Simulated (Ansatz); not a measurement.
hcp Ru was calculated with PBEsol (Ansatz, an electronic-structure program, PAW).

Numerical settings: plane-wave cutoff 520 eV, 16×16×10 k mesh (along the axes of the cell as run), Fermi–Dirac smearing 0.1 eV, perturbation theory, force constants from a 4×4×2 q mesh, no spin polarisation, scalar-relativistic PAW data made under PBE.

Computed at the level's own relaxed cell.

```yaml
crystal:
  lattice:
    - [2.69158, 0.00000, 0.00000]
    - [-1.34579, 2.33097, 0.00000]
    - [0.00000, 0.00000, 4.24633]
  atoms:
    - { symbol: Ru, position: [0.66667, 0.33333, 0.75000] }
    - { symbol: Ru, position: [0.33333, 0.66667, 0.25000] }
```

Harmonic phonon frequencies (cm⁻¹; i marks an imaginary mode):

```json
[
 {"q point": "Γ", "frequencies": "0 0 0 203 203 262"},
 {"q point": "A", "frequencies": "?"}
]
```

### Question
What belongs in the gaps?

### Answer

- A, frequencies: 141 141 141 141 218 218

No imaginary mode appears at these points.
